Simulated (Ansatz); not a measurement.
Rock-salt KF was calculated with G0W0@HSE06 (Ansatz, an electronic-structure program, hard PAW, contour deformation).

The same calculation (at the measured cell, 19.077 Å³/atom) with different numerical settings; throughout: k mesh 2×2×2:

```tsv
run	response cutoff (eV)	empty bands	quasiparticle gap on the mesh (eV)	quasiparticle gap at Γ (eV)	rough time
1	100	159	10.497	10.497	30 core-s
2	150	292	10.625	10.625	40 core-s
3	200	450	10.743	10.743	80 core-s
4	250	629	10.836	10.836	2 core-min
5	300	827	10.906	10.906	3 core-min
6	400	1273	10.993	10.993	10 core-min
7	500	1779	11.044	11.044	20 core-min
```

In the column quasiparticle gap on the mesh (eV) the first row differs from the last by -0.547 and the next to last by -0.051.

The last row is no converged limit: other settings stay fixed.

Note: GW on a hybrid start was not checked against another program.
